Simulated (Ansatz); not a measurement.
The parent structure is MgO in the rock salt structure (space group Fm-3m, No. 225; a = 4.254 Å).

Calculations: plane-wave PAW DFT at the PBE level (Ansatz, a first-principles code, 420 eV), no spin-orbit coupling, earlier PAW set.

Now apply this change: Ca takes the place of Mg on all its sites; the structure is relaxed again.

Measured lattice parameter a: MgO 4.189 Å (static lattice; corrected from measurement; as listed in Daniel Mejia-Rodriguez, S. B. Trickey, Phys. Rev. B (2018)); CaO 4.781 Å (static lattice; corrected from measurement; as listed in Wei Chen et al., Physical Review Materials (2018)).

**Question.** How well does PBE reproduce the measured shift?

**Answer.** With PBE the lattice parameter a moves by +0.576 Å (4.254 → 4.831) against +0.592 Å measured.

Stability against distortions was not tested.
